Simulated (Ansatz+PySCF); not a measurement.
A calculation with Ansatz (development build ahead of 0.2.0).

```yaml
crystal:
  periodic: [false, false, false]
  atoms:
    - { symbol: "N", position_ang: [0.0, 0.0, -0.13085] }
    - { symbol: H, position_ang: [0.0, 0.0, 0.91593] }
basis:
  gaussian: { orbitals: cc-pVDZ }
hamiltonian:
  xc: hf
correlation:
  method: mp2
  frozen_orbitals: { H: 0, "N": 1 }
scf:
  omitted_lower_state_checks: [stability, starts, atomic_configurations, cluster_reference, orbital_swaps, given_window_search, neighbouring_geometries, increment]
```

The input is written out in the form of the current development build from the run's settings.

The run gave:

* Converged: yes
* Reference energy: -54.85746 hartree
* Correlation energy: -0.12014 hartree
* Total energy: -54.97760 hartree
* Spin squared of the determinant: 0.000
* Occupied orbitals by symmetry in an Abelian subgroup (alpha; beta): 3 A1 1 B1; 3 A1 1 B1

Caution: large amplitudes, a single reference is doubtful; another spin multiplicity may lie lower; an unrestricted determinant lies well below.
